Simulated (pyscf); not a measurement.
# Elimination: H₃C–CH₂–Cl (SMILES CCCl) → H₂C=CH₂ (SMILES C=C) + HCl (SMILES Cl)

Gas phase, singlet surface, charge 0. Bonds broken: C1–Cl3, C2–H4. Bonds formed: Cl3–H4. Structures and frequencies: ωB97X-D3(BJ)/def2-SVP in PySCF. MP2 and CC: frozen core, UHF for open shells. ΔMP2 is the change of the MP2 total energy from the triple- to the quadruple-zeta basis.

Transition state (Å):

```xyz
8

C     -0.8337     0.5889     0.0965
C     -0.0153    -0.0617    -0.8277
Cl    -2.6691    -1.1173    -0.1390
H     -1.0637    -0.8165    -0.8020
H     -0.7749     0.3762     1.1668
H     -1.5288     1.3766    -0.2049
H      0.8127    -0.6775    -0.4637
H      0.0526     0.3310    -1.8467
```

One imaginary mode, 1704i cm⁻¹; descent along it reached the two sides named.

```
bond    change  reactant side (Å)  saddle  product side
------  ------  -----------------  ------  ------------
C1–Cl3  breaks              1.773   2.517           3.7
C2–H4   breaks              1.099   1.292         2.454
Cl3–H4   forms                2.7   1.763         1.289
```

Electronic energies relative to the reactant's lowest minimum found (kJ/mol):

```tsv
level	barrier	reaction energy	reverse barrier
ωB97X-D3(BJ)/def2-TZVP	269.9	+107.2	162.7
PBE/def2-TZVP	226.6	+97.9	128.7
r²SCAN/def2-TZVP	237.8	+102.0	135.8
B3LYP-D3(BJ)/def2-TZVP	240.7	+90.8	149.8
PBE0-D3(BJ)/def2-TZVP	252.5	+111.4	141.1
M06-2X/def2-TZVP	264.8	+100.9	163.9
ωB97M-D3(BJ)/def2-TZVP	258.1	+94.1	164.0
HF/def2-TZVP	287.0	+75.3	211.8
MP2/def2-QZVPP	270.7	+98.7	172.0
CCSD/def2-TZVPP	278.9	+85.5	193.4
CCSD(T)/def2-TZVPP	268.8	+86.1	182.7
CCSD(T)/def2-TZVPP + ΔMP2(QZVPP)	264.1	+87.9	176.2
```

With CCSD(T)/def2-TZVPP + ΔMP2(QZVPP) energies and thermal terms (ideal gas, 1 atm, RRHO with modes under 100 cm⁻¹ raised to 100, one conformer, R ln 2 for rigid chiral ones), in kJ/mol:

```json
[
 {"T (K)": "298", "ΔH‡": "242.7", "ΔG‡": "241.3", "ΔH": "+70.7", "ΔG": "+31.4"},
 {"T (K)": "600", "ΔH‡": "244.1", "ΔG‡": "239.2", "ΔH": "+72.2", "ΔG": "-9.2"},
 {"T (K)": "900", "ΔH‡": "244.7", "ΔG‡": "236.6", "ΔH": "+71.1", "ΔG": "-49.7"},
 {"T (K)": "1200", "ΔH‡": "244.4", "ΔG‡": "234.0", "ΔH": "+68.8", "ΔG": "-89.7"}
]
```

One saddle was located; it need not be the lowest between these sides. The CCSD(T) − MP2 part came from Ansatz, without density fitting, on the same reference.
